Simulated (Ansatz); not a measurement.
```yaml
crystal:
  periodic: [false, false, false]
  atoms:
    - {symbol: S, position_ang: [-1.141736, -2.363250, -0.009016]}
    - {symbol: C, position_ang: [-0.441891, -0.931585, -0.007506]}
    - {symbol: O, position_ang: [-0.829748, 0.273740, -0.500886]}
    - {symbol: C, position_ang: [0.400581, 0.791852, -0.005678]}
    - {symbol: O, position_ang: [0.747074, -0.498112, 0.487594]}
    - {symbol: H, position_ang: [1.065850, 1.133776, -0.799926]}
    - {symbol: H, position_ang: [0.261071, 1.525479, 0.789717]}
basis:
  gaussian: {orbitals: def2-TZVP, point_charges: [{charge: -1.00, position_ang: [5.112, 0.098, 0.550]}]}
total_charge: 3
magnetization: {spin_polarized: true, initial_magnetization: 1}
hamiltonian: {xc: {name: revPBE0}}
accuracy: high
```

```sh
$ ansatz run in.yaml --threads 2 --pin off --events-out ev --progress --plain --max-ram 4352MiB
```

Output, abridged:

```
Functional definition: revPBE0
3034 factors; integrals over basis functions are off by at most 4.1e-9 eV
mean field evaluation 1: about -16939.3071 eV, gradient 9.8e1 eV
mean field evaluation 2: about -15849.7385 eV, gradient 4.2e2 eV
mean field evaluation 4: about -16982.4771 eV, gradient 3.6e1 eV
mean field evaluation 8: about -16988.8384 eV, gradient 4.0e0 eV
mean field evaluation 16: about -16989.0776 eV, gradient 4.5e-1 eV
mean field evaluation 32: about -16989.2348 eV, gradient 2.8e-8 eV
mean field -16989.25960414 eV, -624.3437747182 hartree, gradient 2.5e-8 eV, S^2 1.438341; 14 other end points of the search recorded, 0 dependent functions left out
reference -16989.25960708 eV, -624.3437748263 hartree; 22, 21 occupied and 151, 152 virtual orbitals, 3034 factors
Total energy: -16989.25960708 eV, -624.3437748263 hartree
```

Task: Something in this input is off. What?

Result: The charge is far from anything that the molecule holds. The run converged. The result belongs to that input, not to the molecule as meant.
